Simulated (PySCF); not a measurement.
## Ionisation energy along the 15-electron series

Calculated with PySCF 2.14 and a two-component X2C-1e Hamiltonian (Gaussian nucleus, no Breit or QED terms), each ion in its own even-tempered basis scaled to its charge; GMP2 freezes 1s2 and drops the highest virtual spinors. Values in eV. NIST values: (m) measured, (s) semi-empirical, (t) theoretical.

```json
{"ion": "P", "configuration": "[Ne] 3s2 3p3", "GHF (screened spin-orbit)": "9.984", "GMP2 (screened spin-orbit)": "10.242", "NIST": "10.487 (m)"}
{"ion": "S⁺", "configuration": "[Ne] 3s2 3p3", "GHF (screened spin-orbit)": "22.792", "GMP2 (screened spin-orbit)": "23.167", "NIST": "23.338 (m)"}
{"ion": "Cl²⁺", "configuration": "[Ne] 3s2 3p3", "GHF (screened spin-orbit)": "39.025", "GMP2 (screened spin-orbit)": "39.430", "NIST": "39.8 ± 0.11 (s)"}
```

Between Z = 15 and Z = 17 the GMP2 (screened spin-orbit) value grows as Z to the power 10.77.
